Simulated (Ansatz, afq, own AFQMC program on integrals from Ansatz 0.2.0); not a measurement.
## AlNH$_{3}$, doublet → AlNH3⁺, triplet, worked out

```xyz
5

Al    0.0000   -0.1040    0.6488
N     0.0000    0.0875   -1.1147
H     0.0000    1.2565    1.4988
H     0.0000    0.9771   -1.5913
H     0.0000   -0.6657   -1.7833
```

Connectivity, by distances: AlH–NH2.

Both states at this geometry.

Basis cc-pVDZ. Noble-gas cores (and the filled d shells of Ga–Kr and In–Xe) are frozen. Ansatz 0.2.0 and our own AFQMC program on the same integrals; the CISD trial comes from CCSD amplitudes, and released means the phaseless constraint is let go. ± is one standard error of the sampling.

Total energies in eV. CBS is CCSD(T) at the limit of def2-TZVPP/QZVPP (extrapolated itself); the highest rung of each member is named.

Cautions: AlNH₃ (doublet): the released energies move by 1.5 errors or more from one time to the next, so no released level is given (meV from the phaseless value at times in 1/Eh: 1 ± 4 at 0.24, -7 ± 4 at 0.51, -6.7 ± 2.1 at 0.99, 3 ± 3 at 1.62, -4 ± 4 at 2.40), though the last usable value meets CCSDT(Q) within the noise; AlNH₃⁺ (triplet): another spin lies lower, the released energies have errors that jump between times, so the bars are unsure, so no released level is given (meV from the phaseless value at times in 1/Eh: -3.8 ± 1.3 at 0.24, -5.5 ± 0.9 at 0.51, -8.8 ± 1.6 at 0.99, -3 ± 7 at 1.62, -9.2 ± 1.0 at 2.40), though the last usable value meets CCSDT(Q) within the noise; this isn't the first ionization.

```
         member  count  CCSD(T)/cc-pVDZ  highest rung in cc-pVDZ     which  CCSD(T)/CBS
AlNH₃⁺, triplet     +1       -8109.2806               -8109.3040  CCSDT(Q)   -8112.4592
 AlNH₃, doublet     -1       -8118.8611               -8118.8952  CCSDT(Q)   -8122.5328
```

Question: Work out the best estimate of the vertical ionization energy: the CCSD(T)/CBS difference plus the step from CCSD(T) to the highest rung.

Answer: Sums with the counts: CCSD(T)/CBS 10.0736 eV, highest rung 9.5912 eV, CCSD(T)/cc-pVDZ 9.5805 eV. The step is 9.5912 − 9.5805 = 0.0107 eV, so the best estimate is 10.0736 + (0.0107) = 10.0843 eV = 232.5 kcal/mol. The basis set is worth 0.493 eV of it. Zero-point, core-correlation and spin–orbit terms aren't in it. Past Ne the Hartree–Fock part of each CBS total tends to overshoot, since the cores don't follow the formula; that largely cancels in the difference.

Best estimates are given only where the step beyond CCSD(T) is under 0.3 eV and no member's determinant is very poor (T1 over 0.05, or 0.07 for open shells, ⟨S²⟩ too high by 0.3, two states mixed), so the hardest cases are missing from such tables.

CCSDT and higher add their correlation energy to the determinant of the CCSD(T) run, since their own runs factorise the integrals more tightly (a shift of under 2 meV). Each member of a difference takes its own highest rung, so a best estimate needn't equal the limit plus the step of one row.
